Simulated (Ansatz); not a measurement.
```yaml
crystal:
  periodic: [false, false, false]
  atoms:
    - {symbol: W, position_ang: [0.000000, 0.000000, 0.000000]}
    - {symbol: N, position_ang: [0.000000, 0.000000, 2.160000]}
basis:
  gaussian: {orbitals: def2-TZVP}
total_charge: 1
magnetization: {spin_polarized: true, initial_magnetization: 4}
hamiltonian: {xc: pbe0}
relax: {f_tol: 0.004, max_steps: 80}
```

```sh
$ ansatz run in.yaml --threads 1 --pin off --events-out ev --progress --plain --max-ram 2176MiB
```

Steps of the relaxation (energy above the last step; positions in Å, forces in eV/Å):

```
2
step 1, 1682.6 meV
W     0.000    0.000    0.000    0.000    0.000    5.010
N     0.000    0.000    2.160    0.000    0.000   -5.010
```

```
2
step 2, 37.7 meV
W     0.000    0.000    0.195    0.000    0.000    0.532
N     0.000    0.000    1.965    0.000    0.000   -0.532
```

```
2
step 3, 32.7 meV
W     0.000    0.000    0.200    0.000    0.000    0.394
N     0.000    0.000    1.960    0.000    0.000   -0.394
```

```
2
step 7, 3.1 meV
W     0.000    0.000    0.243    0.000    0.000   -0.600
N     0.000    0.000    1.917    0.000    0.000    0.600
```

```
2
step 8, 0.0 meV
W     0.000    0.000    0.238    0.000    0.000    0.003
N     0.000    0.000    1.922    0.000    0.000   -0.003
```

Close pairs at the end: W1–N2 1.684 Å.

A stationary point of unrestricted PBE0 after 8 steps, with ⟨S²⟩ = 6.033 against 6.00 for a pure state. 71 s on 1 thread of Arm Neoverse V2, shared host.
